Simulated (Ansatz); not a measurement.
# CN2O2: the cost of one run

Computed with Ansatz 0.2.0 (the levels named in each step, unless a step's input says otherwise).

### 1 The system as given

Bond lengths: N1–N2 1.098 Å, O3–C4 1.143 Å, C4–O5 1.144 Å. Angles: O3–C4–O5 179.7°.

Structure file:

```xyz
5

N    -0.3305   -2.6163   -0.0555
N    -0.0854   -1.6334   -0.4794
O     0.5432    1.7905   -0.8030
C     0.1324    1.3508    0.1690
O    -0.2785    0.9159    1.1444
```

### 2 A rough first relaxation, PBE-D4/def2-SVP

This run stands in another session on the same molecule. It ended at:

```xyz
5

N    -0.3117   -2.7165   -0.2039
N    -0.0917   -1.6442   -0.3970
O     0.5442    1.7041   -0.8597
C     0.1282    1.3869    0.1912
O    -0.2878    1.0771    1.2449
```

### 3 Relaxation, r2SCAN-D4/def2-TZVPP

Input file input.yaml:

```yaml
crystal:
  periodic: [false, false, false]
  atoms:
    - { symbol: "N", position_ang: [-0.31169851, -2.71654138, -0.20389715] }
    - { symbol: "N", position_ang: [-0.09165245, -1.64417077, -0.39699579] }
    - { symbol: O, position_ang: [0.54421313, 1.70411906, -0.85965959] }
    - { symbol: C, position_ang: [0.12817139, 1.38693474, 0.19115552] }
    - { symbol: O, position_ang: [-0.28782357, 1.07712835, 1.24490701] }
basis:
  gaussian: { orbitals: def2-TZVPP }
hamiltonian:
  xc: r2scan
  dispersion: d4
relax:
  f_tol: 0.002
  max_steps: 150
```

Run with:

```sh
> ansatz run input.yaml --threads 4 --pin off --max-ram 10240MiB --backend cpu --events-out ev --progress --plain --runs-dir out
```

**Question.** How long does this run take on 4 threads of AMD EPYC 9R45 (Zen 5), shared host, and how much memory does it need?

About 12 s, with a peak of 0.26 GiB.
